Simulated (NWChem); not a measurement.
dichloromethane (CH₂Cl₂); SMILES ClCCl

```xyz
5

Cl     1.4943     0.0000     0.2157
C      0.0000     0.0000    -0.7601
Cl    -1.4943     0.0000     0.2157
H      0.0000     0.9097    -1.3865
H      0.0000    -0.9097    -1.3865
```
Atoms are numbered in this order, from 1.

Coordinates come from a PBE-D3(BJ)/def2-SVP optimisation.

Symmetry labels are those of C2v in the frame above (b1 and b2, or b-type labels, depend on it).

Q: List the 4 lowest vertical singlet excitations from Hartree-Fock/def2-TZVP, CIS (NWChem).

A: 
```tsv
state	energy (eV)	oscillator strength	symmetry	leading excitation (squared amplitude)
S1	7.99	0.001	b2	HOMO → LUMO (0.55)
S2	8.14	0.016	b1	HOMO−1 → LUMO (0.51)
S3	8.34	0.000	a2	HOMO−3 → LUMO (0.40)
S4	8.56	0.008	a1	HOMO−2 → LUMO (0.48)
```
